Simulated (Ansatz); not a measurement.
Two shapes of singlet C4H4.

Shape 1:

```xyz
8

C     0.6700    0.7850    0.0000
C    -0.6700    0.7850    0.0000
C    -0.6700   -0.7850    0.0000
C     0.6700   -0.7850    0.0000
H     1.4407    1.5557    0.0000
H    -1.4407    1.5557    0.0000
H    -1.4407   -1.5557    0.0000
H     1.4407   -1.5557    0.0000
```

Shape 2:

```xyz
8

C     0.6830    0.7450    0.0283
C    -0.6250    0.7681   -0.0209
C    -0.6391   -0.8156    0.0251
C     0.6426   -0.7757   -0.0425
H     1.4794    1.5517    0.0318
H    -1.4481    1.5922   -0.0305
H    -1.4277   -1.5743    0.0434
H     1.4240   -1.5500    0.0470
```

Basis set: 6-31G* (spherical functions). Correlated methods keep 4 orbitals frozen. Charge 0, multiplicity 1.

Computed with Ansatz (development build ahead of 0.2.0); each method stands on the lowest determinant of its kind that the runs found.

(1) Which shape is lower in energy, and by how much in each method?

Answers

(1)

| method | E(2) − E(1) (eV) |
| --- | --- |
| RHF | 0.317 |
| RHF-MP2 | 0.379 |

Shape 1 is lower. Caution: in another basis set an unrestricted determinant lies well below.
